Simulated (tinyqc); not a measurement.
Worked calculation: ROHF in the sto-3g basis, for OH+, spin multiplicity 3. Computed by tinyqc, a small Python program that keeps every step (integrals from PySCF). Settings: charge = 1, multiplicity = 3, basis = sto-3g, energy threshold = 1e-09, iteration cap = 80, orthogonalisation = canonical, start = core, DIIS depth = 0, method = ROHF. Command: `OMP_NUM_THREADS=1 python tinyqc.py 28808 28809 out.jsonl` (the two numbers bound the seeds that draw the settings). One thread of a shared host (Intel(R) Xeon(R) Processor @ 2.60GHz), about 0.09 s of CPU time with the checks.

Geometry (angstrom):

| atom | x | y | z |
|---|---|---|---|
| O | 0.000000 | 0.000000 | 0.000000 |
| H | 0.000000 | 0.000000 | 1.812000 |

Stop when the energy changes by less than 1e-09 hartree and every element of the error matrix X^T (F D S - S D F) X is below 9e-06.

Course of the cycle:

| iteration | E (hartree) | change | largest element of the error matrix |
|---|---|---|---|
| 1 | -73.79418315 | - | 1.29e-01 |
| 2 | -73.66220472 | 1.32e-01 | 1.54e-01 |
| 3 | -73.83589537 | -1.74e-01 | 1.41e-01 |
| 4 | -73.63792984 | 1.98e-01 | 1.91e-01 |
| 5 | -73.83881853 | -2.01e-01 | 1.41e-01 |
| 6 | -73.63613853 | 2.03e-01 | 1.94e-01 |
| 7 | -73.83903484 | -2.03e-01 | 1.41e-01 |
| 8 | -73.63600474 | 2.03e-01 | 1.94e-01 |
| 9 | -73.83905086 | -2.03e-01 | 1.41e-01 |
| 10 | -73.63599480 | 2.03e-01 | 1.94e-01 |
| 11 | -73.83905205 | -2.03e-01 | 1.41e-01 |
| 12 | -73.63599407 | 2.03e-01 | 1.94e-01 |
| 13 | -73.83905214 | -2.03e-01 | 1.41e-01 |
| 14 | -73.63599401 | 2.03e-01 | 1.94e-01 |
| ... | ... | ... | ... |
| 67 | -73.83905215 | -2.03e-01 | 1.41e-01 |
| 68 | -73.63599401 | 2.03e-01 | 1.94e-01 |
| 69 | -73.83905215 | -2.03e-01 | 1.41e-01 |
| 70 | -73.63599401 | 2.03e-01 | 1.94e-01 |
| 71 | -73.83905215 | -2.03e-01 | 1.41e-01 |
| 72 | -73.63599401 | 2.03e-01 | 1.94e-01 |
| 73 | -73.83905215 | -2.03e-01 | 1.41e-01 |
| 74 | -73.63599401 | 2.03e-01 | 1.94e-01 |
| 75 | -73.83905215 | -2.03e-01 | 1.41e-01 |
| 76 | -73.63599401 | 2.03e-01 | 1.94e-01 |
| 77 | -73.83905215 | -2.03e-01 | 1.41e-01 |
| 78 | -73.63599401 | 2.03e-01 | 1.94e-01 |
| 79 | -73.83905215 | -2.03e-01 | 1.41e-01 |
| 80 | -73.63599401 | 2.03e-01 | 1.94e-01 |

Can the last value be used, and what does the course show?

Not by the stop rule. Not converged within the cap of 80 iterations: the residual has stopped falling: the iteration swings between two states. Reruns (cap 100 unless said): DIIS 8: converged in 13; atomic densities as start, DIIS 8: converged in 8; the original settings with a cap of 400: converged in 170. PySCF ROHF in the same basis = -73.91462218 hartree.
